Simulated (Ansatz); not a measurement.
Species: COS, SMILES `O=C=S` (charge 0, multiplicity 1).

Problem. Give a relaxed geometry from B3LYP-D3(BJ)/def2-TZVP (Ansatz, a quantum-chemistry and plane-wave program).

Solution. the end point of this relaxation (outside a Z-matrix the atoms follow the SMILES, hydrogens last).
Bonds (Å): O1–C2 1.156, C2–S3 1.562. Angles (°): O1–C2–S3 180.0.
